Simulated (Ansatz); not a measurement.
Stepwise reaction of `[OH][AlH][OH]` with ammonia, as a gas-phase model of exchange steps in deposition or etching. ΔE in kJ/mol; ΔG adds harmonic PBE0-D4 terms to CCSD(T)/CBS, at 1 bar.

Computed with Ansatz on PBE0-D4/def2-TZVP structures; ΔE is electronic, products minus reactants. CCSD(T)/CBS is the MP2 limit (def2-TZVPP, def2-QZVPP) plus CCSD(T) − MP2 in def2-TZVPP, frozen cores. This one scheme is used for every species. Functionals use def2-TZVPP. B3LYP here is the variant with VWN-RPA as its local correlation; programs differ in this. One conformer a species, not always the lowest.

```tsv
step	reaction	PBE-D4	B3LYP-D4	ωB97M-V	CCSD(T)/CBS	ΔG(500 K)
2	`[NH2][AlH][OH]` + NH₃ → `[NH2][AlH][NH2]` + H₂O	48.2	50.8	50.0	47.7	46.7
```

Problem. Give the row of step 1, `[OH][AlH][OH]` + NH₃ → `[NH2][AlH][OH]` + H₂O. (Best estimate.)

Solution. Ansatz gave: 
| step | reaction | PBE-D4 | B3LYP-D4 | ωB97M-V | CCSD(T)/CBS | ΔG(500 K) |
| --- | --- | --- | --- | --- | --- | --- |
| 1 | `[OH][AlH][OH]` + NH₃ → `[NH2][AlH][OH]` + H₂O | 45.1 | 47.9 | 47.2 | 44.8 | 39.0 |

Problem. By hand: ΔE of the 2 steps together at CCSD(T)/CBS.

Solution. (44.8) + (47.7) = 92.5 kJ/mol, or 46.2 kJ/mol a step.

In ΔE the steps differ by no more than 2.9 kJ/mol. All are uphill at CCSD(T)/CBS. ΔG lies between 39.0 and 46.7 kJ/mol a step. PBE-D4 differs from CCSD(T)/CBS by 0.3 to 0.5 kJ/mol a step. Isolated molecules leave out the surface, adducts and barriers. Largest T1 diagnostic: 0.012.
